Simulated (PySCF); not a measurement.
How methods differ on the ionisation energy of S

S [Ne] 3s2 3p4 (3P) → S⁺ [Ne] 3s2 3p3 (4S), as a difference of total energies. Calculation: PySCF 2.14, in 6-31G*; no relativity, point nucleus. Correlated levels: valence: [Ne] frozen. The calculations carry no spin-orbit coupling.

```json
{"method": "UHF", "ionisation energy (eV)": "9.148", "error (eV)": "-1.188"}
{"method": "B3LYP", "ionisation energy (eV)": "10.481", "error (eV)": "+0.145"}
{"method": "LDA", "ionisation energy (eV)": "10.483", "error (eV)": "+0.147"}
{"method": "MP2 (valence)", "ionisation energy (eV)": "9.475", "error (eV)": "-0.861"}
{"method": "SCS-MP2 (valence)", "ionisation energy (eV)": "9.503", "error (eV)": "-0.833"}
{"method": "CCSD (valence)", "ionisation energy (eV)": "9.475", "error (eV)": "-0.861"}
{"method": "CCSD(T) (valence)", "ionisation energy (eV)": "9.487", "error (eV)": "-0.849"}
```

Reference: 10.336 eV (measured; NIST levels, between the centres of gravity of the two terms).

Errors of the correlated levels include the incompleteness of this basis and the frozen core.
